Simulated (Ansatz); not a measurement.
Molecule: BF3, charge 0, multiplicity 1. 
Coordinates optimised at B3LYP-D3(BJ)/def2-TZVP (Ansatz, a first-principles code):
```xyz
4

B      0.0000     0.0000     0.0000
F      0.0168     1.3152     0.0316
F      1.1308    -0.6724    -0.0050
F     -1.1476    -0.6428    -0.0266
```
Charge 0, spin multiplicity 1.

Basis-set convergence of Hartree-Fock and MP2 correlation energies (hartree) with Ansatz. Valence correlation only, unless marked. No spin-orbit coupling. No relativistic terms.

```csv
basis,functions,E(HF),"E(corr, MP2)"
aug-cc-pVDZ,92,-323.22263,-0.68269
aug-cc-pVTZ,184,(withheld),(withheld)
```

### Question
What belongs in the gaps?

### Answer

- aug-cc-pVTZ, E(HF): -323.32918
- aug-cc-pVTZ, E(corr, MP2): -0.85973
